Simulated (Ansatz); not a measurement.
Mulliken charges of C$_{3}$H$_{5}$NO, SMILES `CC1=NCO1` from B3LYP/def2-TZVPP in Ansatz (PBE0-D4/def2-TZVP geometry).

```tsv
atom	x (Å)	y (Å)	z (Å)	charge (e)
C1	-1.249	-0.925	-0.400	-0.216
C2	-0.057	-0.155	-0.014	0.213
N3	1.101	-0.479	0.433	-0.308
C4	1.351	0.955	0.430	0.144
O5	0.004	1.205	-0.082	-0.343
H6	-2.105	-0.625	0.208	0.102
H7	-1.054	-1.987	-0.259	0.111
H8	-1.498	-0.734	-1.447	0.102
H9	1.484	1.404	1.415	0.097
H10	2.107	1.291	-0.281	0.097
```

By hand: the dipole of these point charges (1 e Å = 4.8032 D).

Σ q r = (-0.024, -0.059, -0.005) e Å, of length 0.064 e Å = 0.31 D.

How does the dipole of the full density compare? (Best estimate.)

The calculation gave: (-0.198, 0.101, -0.079) e Å, 1.13 D; the point charges give 0.27 times that, at 93° from its direction.

Point charges leave out the atoms' own dipoles, such as those of lone pairs, and Mulliken's split depends on the basis, so the two needn't agree.

B3LYP here is the variant with VWN-RPA as its local correlation; programs differ in this.
